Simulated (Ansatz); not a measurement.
Calculated with Ansatz (gas phase, PBE0-D4/def2-TZVP geometries, no zero-point term in ΔE). CBS: MP2 limit from def2 TZ/QZ plus the TZ coupled-cluster correction, frozen cores. This one scheme is used for every species. Functionals use def2-TZVPP. B3LYP here is the variant with VWN-RPA as its local correlation; programs differ in this. One conformer a species, not always the lowest.

`N=CCF` + `NCF` → `FCNCF` + `C=N`  (substitution at a C–C bond)

| level | ΔE (kJ/mol) | difference from CCSD(T)/CBS |
| --- | --- | --- |
| PBE-D4 | 22.2 | 0.3 |
| r2SCAN-D4 | 24.2 | 2.3 |
| B3LYP-D4 | 20.2 | -1.7 |
| ωB97X-V | 19.8 | -2.1 |
| ωB97M-V | 21.0 | -0.9 |
| PBE0 | 23.7 | 1.8 |
| B3LYP | 21.6 | -0.3 |
| HF/def2-TZVPP | 20.3 | -1.6 |
| MP2/def2-TZVPP | 20.9 | -1.0 |
| SCS-MP2/def2-TZVPP | 19.7 | -2.2 |
| CCSD(T)/def2-TZVPP | 19.8 | -2.1 |
| HF/def2-QZVPP | 20.4 | -1.5 |
| MP2/def2-QZVPP | 22.2 | 0.3 |
| SCS-MP2/def2-QZVPP | 20.9 | -1.0 |
| HF/CBS(def2) | 20.4 | -1.5 |
| CCSD/CBS(def2) | 22.3 | 0.4 |
| CCSD(T)/CBS | 21.9 | 0 |

Largest T1 diagnostic among the species: 0.012.
